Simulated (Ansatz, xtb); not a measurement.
## CH2BN: which of two isomers lies lower

Structure I: `B1C=N1`, a singlet. Structure II: `B[N+]#[C-]`, a singlet. Both are isolated molecules in the gas phase, relaxed with B3LYP-D4/def2-TZVP.

I (Å):

| atom | x (Å) | y (Å) | z (Å) |
| --- | --- | --- | --- |
| C | -1.9173 | -2.3710 | -1.6438 |
| B | -2.0145 | -1.8132 | -2.9685 |
| N | -3.1046 | -2.0326 | -2.0651 |
| H | -1.7169 | -1.4170 | -4.0337 |
| H | -1.6047 | -2.8027 | -0.6993 |

II (Å):

```xyz
5

C    -0.8616   -3.2982   -1.2283
B    -2.4095   -1.7315   -2.6074
N    -1.5616   -2.5897   -1.8519
H    -3.0289   -2.1969   -3.5054
H    -2.4630   -0.5848   -2.3091
```

Quicker runs give these differences E(II) − E(I): GFN2-xTB −0.503 eV; HF/STO-3G −0.687 eV (at GFN2-xTB geometries); r2SCAN-D4/def2-SVP −0.267 eV (at GFN2-xTB geometries).

Q: Estimate E(II) − E(I) at the level CCSD(T)/def2-TZVPP.

A: Calculated at CCSD(T)/def2-TZVPP: E(II) − E(I) = −0.524 eV, so structure II lies lower.

The same difference at several levels:

```csv
level,geometry,E(II) − E(I) (eV),departure from the last row (eV),"job, with rough time for the two"
GFN2-xTB,GFN2-xTB,−0.503,+0.021,"optimisation, 0.088 s"
HF/STO-3G,GFN2-xTB,−0.687,−0.163,"single point, 0.12 s"
r2SCAN-D4/def2-SVP,GFN2-xTB,−0.267,+0.257,"single point, 1.3 s"
B3LYP-D4/def2-TZVP,B3LYP-D4/def2-TZVP,−0.513,+0.010,"optimisation, 9 s"
HF/def2-TZVPP,B3LYP-D4/def2-TZVP,−0.873,−0.349,part of the CCSD(T) run
MP2/def2-TZVPP,B3LYP-D4/def2-TZVP,−0.419,+0.104,part of the CCSD(T) run
CCSD(T)/def2-TZVPP,B3LYP-D4/def2-TZVP,−0.524,,"single point, 8.1 s"
```

As drawn, II has 1 C≡N, 1 B–H in place of 1 C–B, 1 C=N, 1 C–H. Structure I has a 3-membered ring, II no ring.

None of the levels shown reverses the order. The largest departure from CCSD(T)/def2-TZVPP is that of HF/def2-TZVPP, 0.349 eV.

With harmonic frequencies from B3LYP-D4/def2-TZVP (ideal gas, rigid rotor, one conformer each, 298.15 K, 1 atm): on the last row, ΔE + ΔZPE = −0.594, ΔH = −0.572, ΔG = −0.589 eV.

The correlated steps freeze 3 core orbitals. Run with Ansatz 0.2.0, xtb 6.7.1; the last row on 2 threads of Arm Neoverse V1 on a shared host.
